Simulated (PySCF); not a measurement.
Molfile (atoms numbered from 1):
```
C4H7P
     RDKit          3D

 12 11  0  0  0  0  0  0  0  0999 V2000
   -1.2816   -0.5223    0.2800 C   0  0  0  0  0  0  0  0  0  0  0  0
   -0.4204    0.3307   -0.6419 C   0  0  0  0  0  0  0  0  0  0  0  0
    0.8962    0.7433    0.0334 C   0  0  0  0  0  0  0  0  0  0  0  0
    1.7334   -0.3981    0.3113 C   0  0  0  0  0  0  0  0  0  0  0  0
    2.6035   -1.6539    0.5840 P   0  0  0  0  0  0  0  0  0  0  0  0
   -2.1999   -0.8185   -0.2216 H   0  0  0  0  0  0  0  0  0  0  0  0
   -1.5448    0.0299    1.1803 H   0  0  0  0  0  0  0  0  0  0  0  0
   -0.7432   -1.4210    0.5746 H   0  0  0  0  0  0  0  0  0  0  0  0
   -0.1931   -0.2286   -1.5523 H   0  0  0  0  0  0  0  0  0  0  0  0
   -0.9656    1.2336   -0.9262 H   0  0  0  0  0  0  0  0  0  0  0  0
    1.4408    1.4366   -0.6178 H   0  0  0  0  0  0  0  0  0  0  0  0
    0.6759    1.2677    0.9702 H   0  0  0  0  0  0  0  0  0  0  0  0
  1  2  1  0
  2  3  1  0
  3  4  1  0
  4  5  3  0
  1  6  1  0
  1  7  1  0
  1  8  1  0
  2  9  1  0
  2 10  1  0
  3 11  1  0
  3 12  1  0
M  END
```

Calculated, not measured (PySCF 2.14.0 with density-fitted response routines): coordinates at the GFN2-xTB level, NMR shieldings at PBE0/pcSseg-1/GIAO. No relativistic terms, one conformer, averaged over atoms made equivalent by symmetry, fast rotation or ring inversion, in vacuum.

Shifts are taken against calculated references (same method and geometry level): TMS for ¹³C and ¹H; ³¹P vs H3PO4.

```tsv
atoms	nucleus	count	Hirshfeld charge	δ (ppm)
P5	³¹P	1	0.01	-15.9
C4	¹³C	1	-0.08	?
C2	¹³C	1	-0.06	27.7
C3	¹³C	1	-0.06	34.3
H6/H7/H8	¹H	3	0.04	?
H11/H12	¹H	2	0.06	2.67
C1	¹³C	1	-0.12	14.8
H9/H10	¹H	2	0.04	1.58
```

Q: Fill in the missing shifts.

A: 
- C4: 190.4 ppm, carbon bonded to C, P
- H6/H7/H8: 1.29 ppm, hydrogen on a methyl carbon; far from electronegative atoms and π systems

Shifts are as computed. Against solution values, carbons near 30 ppm lie about +3 ppm off and those near 130 ppm about +5 ppm. Of 1211 compounds with measured shifts, 218 miss one by over three times the rms of a fit or turn the order of signals round; such compounds aren't used in these exercises. Experimental scales use liquid or dissolved standards, which lie at an offset from isolated H3PO4.
